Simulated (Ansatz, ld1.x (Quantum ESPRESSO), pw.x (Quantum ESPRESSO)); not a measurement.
## From atom to crystal: TM potential for boron

B (Z = 5), norm-conserving Troullier–Martins (Kleinman–Bylander form), made with ld1.x (Quantum ESPRESSO) 7.5 (LDA (PW92), scalar-relativistic). Core [He], reference 2s2 2p1. Waves: 2s (bound): rc 1.40 bohr; 3d channel at 0.5 Ry: rc 1.70 bohr; 2p (bound): rc 2.20 bohr. Local part: the p channel. Core correction: Bessel-smoothed model core, default radius (core density twice the valence density).

Crystal test: sc B in pw.x 7.5, no spin, 17³ k-points, Fermi–Dirac smearing 0.01 Ry, cutoffs 60/240 Ry. The lattice is a test structure that the element need not adopt, and mesh and smearing are coarse.

pw.x input:

```
&control
  calculation='scf', prefix='x', pseudo_dir='./', outdir='./tmp', tstress=.true., disk_io='none'
/
&system
  ibrav=0, nat=1, ntyp=1, ecutwfc=60, ecutrho=240, nbnd=8,
  occupations='smearing', smearing='fd', degauss=0.01
/
&electrons
  conv_thr=1e-09, mixing_beta=0.4, electron_maxstep=70
/
ATOMIC_SPECIES
B 1.0 B.UPF
CELL_PARAMETERS angstrom
  1.86807221 0.00000000 0.00000000
  0.00000000 1.86807221 0.00000000
  0.00000000 0.00000000 1.86807221
ATOMIC_POSITIONS crystal
B 0.0000 0.0000 0.0000
K_POINTS automatic
17 17 17 0 0 0
```

```bash
pw.x < B.scf.in > B.scf.out
```

Problem. How does the run end?

Solution. It converges; the pressure is 2.85 GPa against -1.14 GPa from all-electron LAPW. The largest radius (2.20 bohr) exceeds half the bond length (1.77 bohr), so the spheres overlap, which is one possible source of error among others. This is a poor potential for the solid. The free energy does not fall steadily as the cutoff rises, most likely since the density grid, which shrinks with it, is too coarse for the model core; the lower cutoffs are not converged. The log shows:

```
Message from routine setup:
     using ibrav=0 with symmetry is DISCOURAGED, use correct ibrav instead
     lattice parameter (alat)  =       3.5301  a.u.
     unit-cell volume          =      43.9924 (a.u.)^3
     number of electrons       =         3.00
     number of Kohn-Sham states=            8
     kinetic-energy cutoff     =      60.0000  Ry
     charge density cutoff     =     240.0000  Ry
     scf convergence threshold =      1.0E-09
     Exchange-correlation= PW
     number of k points=   165  Fermi-Dirac smearing, width (Ry)=  0.0100
     iteration #  1     ecut=    60.00 Ry     beta= 0.40
     total energy              =      -7.20169650 Ry
     estimated scf accuracy    <       0.00394035 Ry
     iteration #  2     ecut=    60.00 Ry     beta= 0.40
     total energy              =      -7.20139579 Ry
     estimated scf accuracy    <       0.00126301 Ry
     iteration #  3     ecut=    60.00 Ry     beta= 0.40
     total energy              =      -7.20143001 Ry
     estimated scf accuracy    <       0.00000288 Ry
     iteration #  4     ecut=    60.00 Ry     beta= 0.40
     total energy              =      -7.20143025 Ry
     estimated scf accuracy    <       0.00000001 Ry
     iteration #  5     ecut=    60.00 Ry     beta= 0.40
     the Fermi energy is    10.5737 ev
!    total energy              =      -7.20143025 Ry
     estimated scf accuracy    <          1.1E-10 Ry
     smearing contrib. (-TS)   =      -0.00136964 Ry
     The total energy is F=E-TS. E is the sum of the following terms:
     one-electron contribution =       3.81880680 Ry
     hartree contribution      =       0.07406891 Ry
     xc contribution           =      -3.85933023 Ry
     ewald contribution        =      -7.23360608 Ry
     convergence has been achieved in   5 iterations
          total   stress  (Ry/bohr**3)                   (kbar)     P=       28.48
     Message from routine punch:
     Nothing written, as per user request (disk_io='none')
```
